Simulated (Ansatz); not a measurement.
# AlHO: the cost of one run

Program: Ansatz 0.2.0, Gaussian basis. Level of theory: def2-QZVPP, core rule «outside noble gas», up to 6 orbitals frozen. These are calculated values, not measurements.

The runs, in order: UHF; ROHF; CCSD(T) on UHF.

2 further runs of the same task are left out: 2 set aside as unsound or not needed.

### Step 1. The system

The geometry is a PBE0/def2-TZVP stationary point (not a proven minimum) of the parent state, kept for this charge and spin.

3 atoms, charge 0, spin multiplicity 3.

Atoms are counted from 1 here; the program's logs count them from 0.

Bond lengths: Al1–O2 1.594 Å, Al1–H3 1.568 Å. Angles: O2–Al1–H3 180.0°.

As a file:

```xyz
3
AlHO
Al    0.0000    0.0000    0.0085
O     0.0000    0.0000   -1.5853
H     0.0000    0.0000    1.5768
```

### Step 2. UHF

in.yaml

```yaml
crystal:
  periodic: [false, false, false]
  atoms:
    - {symbol: Al, position_ang: [0.000000, 0.000000, 0.008471]}
    - {symbol: O, position_ang: [0.000000, 0.000000, -1.585277]}
    - {symbol: H, position_ang: [0.000000, 0.000000, 1.576806]}
basis:
  gaussian: {orbitals: "def2-QZVPP.json"}
magnetization: {spin_polarized: true, initial_magnetization: 2}
hamiltonian: {xc: hf}
output: {orbitals: {seedname: orbitals}}
```

Run with:

```
$ ansatz run in.yaml --threads 1 --pin off --events-out ev --progress --plain --max-ram 2393MiB
```

What time and memory should one allow on 1 thread of Arm Neoverse V2, shared host?

About 21 s, with a peak of 0.31 GiB.
